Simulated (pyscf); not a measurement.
This saddle point was located with ωB97X-D3(BJ)/def2-SVP in PySCF.

```
Si
H 1 1.4866
H 1 1.4881 2 112.49
H 1 1.6700 2 106.15 3 124.65
H 4 0.9982 1 75.09 2 -67.52
Sb 4 2.3446 5 148.63 1 4.79
H 6 1.7161 4 81.04 5 87.77
```

Surface: singlet, charge 0. Lowest wavenumbers (cm⁻¹): 1264i, 251, 359, 410, 563.

### Question
What reaction is this the transition state of?

### Answer
`[SiH3][SbH2]` ⇌ `[SiH2]=[SbH]` + `[H][H]`, an elimination read from left to right: H–Si, H–Sb broken and H–H formed. At ωB97M-D3(BJ)/def2-TZVP it lies +59.4 kcal/mol from the left side and +26.4 kcal/mol from the right (each side as separated species at their lowest minima found). At the saddle there is also a short H–Si contact that neither side keeps. One saddle was located; it need not be the lowest between these sides. Elements past Kr carry the def2 core potentials, without spin-orbit coupling.
